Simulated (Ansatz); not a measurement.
Process, species as SMILES: [N]=O (N-O) → NO+ (singlet, bonded as [N]=O) + e-
B3LYP-D3(BJ)/def2-TZVP geometries, fixed; electronic energies without zero-point terms.
Largest species:
```xyz
2

N      0.0000     0.0000    -0.6106
O      0.0000     0.0000     0.5343
```
Charge 0, spin multiplicity 2.

Basis-set convergence of the adiabatic ionisation energy at wB97M-V with Ansatz (a program for electronic structure). All functions are spherical. The program fits the integrals of some runs and decomposes those of others, by size. Open shells are unrestricted. The functional holds VV10 correlation; no added dispersion term, no relativity. Functions are those of the species that has most. Reference: the value in aug-cc-pV5Z, 9.310 eV, itself unsure by roughly 0.002 eV (its mean distance from pcseg-4, aug-pcseg-3, aug-cc-pVQZ). Deviations are taken from unrounded values.

```csv
basis,functions,adiabatic ionisation energy (eV),minus reference (eV)
pcseg-0,18,10.362,1.053
pcseg-1,28,9.429,0.120
aug-pcseg-1,46,9.449,0.140
pcseg-2,60,9.329,0.019
aug-pcseg-2,92,9.337,0.027
pcseg-3,120,9.306,-0.003
aug-pcseg-3,170,9.311,0.001
pcseg-4,202,9.308,-0.002
```

The smallest set listed that lies within 0.1 eV of the reference with all its larger relatives (same family, alike in diffuse functions; a set with none counts only in the reference's own line) is pcseg-2 (60 functions, 0.019 eV off).
